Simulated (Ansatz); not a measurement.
in.yaml

```yaml
crystal:
  periodic: [false, false, false]
  atoms:
    - {symbol: Ga, position_ang: [-0.000932, 0.000000, 0.232544]}
    - {symbol: Li, position_ang: [-0.057897, -0.000001, -2.107496]}
    - {symbol: H, position_ang: [0.231589, -1.272323, -0.786532]}
    - {symbol: H, position_ang: [0.231589, 1.272322, -0.786533]}
basis:
  gaussian: {orbitals: 6-31G}
magnetization: {spin_polarized: false, initial_magnetization: 2}
correlation: {method: fic_mrcisd_q, electrons: outside_noble_gas, active_space: {window: {electrons: 2, orbitals: 5}}}
```

```sh
$ ansatz run in.yaml --threads 1 --pin off --events-out ev --progress --plain --max-ram 2393MiB
```

Question: Roughly how long does this take on 1 thread of AMD EPYC 9B14, shared host, and how much host memory?

Answer: 1.5 s wall and 0.11 GiB.

```
440 factors; integrals over basis functions are off by at most 5.0e-4 eV
mean field evaluation 1: about -52556.9673 eV, gradient 7.1e0 eV
mean field evaluation 2: about -52557.0436 eV, gradient 7.2e0 eV
mean field evaluation 4: about -52557.8148 eV, gradient 1.6e0 eV
mean field evaluation 8: about -52557.8383 eV, gradient 1.2e-1 eV
mean field evaluation 16: about -52557.8388 eV, gradient 1.1e-6 eV
mean field -52557.83882906 eV, -1931.4649519852 hartree, gradient 1.1e-6 eV, S^2 2.000000; 0 other end points of the search recorded, 0 dependent functions left out
reference -52557.83882906 eV, -1931.4649519852 hartree; 19, 17 occupied and 23, 25 virtual orbitals, 440 factors
state -52557.88483203 eV, -1931.4666425632 hartree
contracted CI cycle   1: correlation 0.00000000 eV, 0.0000000000 hartree, residual 7.39e0 eV
contracted CI cycle   2: correlation -1.27671260 eV, -0.0469183227 hartree, residual 1.42e0 eV
contracted CI cycle   3: correlation -1.33161913 eV, -0.0489361004 hartree, residual 4.11e-1 eV
contracted CI cycle   4: correlation -1.33514028 eV, -0.0490655003 hartree, residual 8.34e-2 eV
contracted CI cycle   5: correlation -1.33533105 eV, -0.0490725110 hartree, residual 2.63e-2 eV
contracted CI cycle   6: correlation -1.33534947 eV, -0.0490731880 hartree, residual 8.02e-3 eV
contracted CI cycle   7: correlation -1.33535118 eV, -0.0490732509 hartree, residual 2.26e-3 eV
contracted CI cycle   8: correlation -1.33535131 eV, -0.0490732555 hartree, residual 5.71e-4 eV
state -52557.88483203 eV, -1931.4666425632 hartree; corrected -52559.28143893 eV, -1931.5179669201 hartree
WARN: 1 active orbitals are nearly empty or full. The corrections depend on them more than the energy does, and are more stable in an active space without them
Total energy: -52559.28143893 eV, -1931.5179669201 hartree
```
